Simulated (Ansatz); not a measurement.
`FCC(F)CF` + H₂ → `CC(F)CF` + H–F at 400 K and 1 bar (hydrogenolysis of a C–F bond).

Computed with Ansatz on PBE0-D4/def2-TZVP structures; ΔE is electronic, products minus reactants. CBS: MP2 limit from def2 TZ/QZ plus the TZ coupled-cluster correction, frozen cores. This one scheme is used for every species. Each species was taken in one conformer, which may not be the lowest.

| species | CCSD(T)/CBS energy (Eh) | H − E (kJ/mol) | S (J/(mol·K)) |
| --- | --- | --- | --- |
| `FCC(F)CF` | -416.52222 | 245.4 | 363.8 |
| H₂ | -1.17544 | 38.0 | 139.0 |
| `CC(F)CF` | -317.34651 | 261.2 | 342.2 |
| H–F | -100.39570 | 36.5 | 182.2 |

H − E and S are ideal-gas, rigid-rotor, harmonic terms from PBE0-D4/def2-TZVP, for one conformer and one mirror image of each species. The MP2-based limit puts H₂ 0.8 mEh under its directly extrapolated value; such offsets cancel only in part. 1 Eh = 2625.50 kJ/mol, R = 8.31446 J/(mol·K).

Q: By hand: ΔE, ΔH, ΔS and ΔG.

A: ΔE = (-317.34651) + (-100.39570) − (-416.52222) − (-1.17544) = -0.04455 Eh = -117.0 kJ/mol. Δ(H − E) = 261.2 + 36.5 − 245.4 − 38.0 = 14.3, so ΔH = -102.7 kJ/mol. ΔS = 342.2 + 182.2 − 363.8 − 139.0 = 21.6 J/(mol·K). ΔG = -102.7 − 400 × (21.6)/1000 = -111.3 kJ/mol.

Q: By hand: the equilibrium constant, and the temperature at which ΔG would vanish if ΔH and ΔS stayed fixed.

A: log₁₀ K = −ΔG/(RT ln 10) = 14.5. ΔH and −TΔS have one sign here, so there is no such temperature.

ΔH outweighs TΔS. A doubt of 5 kJ/mol in ΔE shifts log₁₀ K by 0.7 here. Other conformers and mirror images would add mixing entropy, several J/(mol·K) or more a flexible species. These are equilibria of isolated gas molecules and say nothing of rates. Largest T1 diagnostic: 0.011 (customary marks: 0.02 for closed shells, 0.045 for open ones).
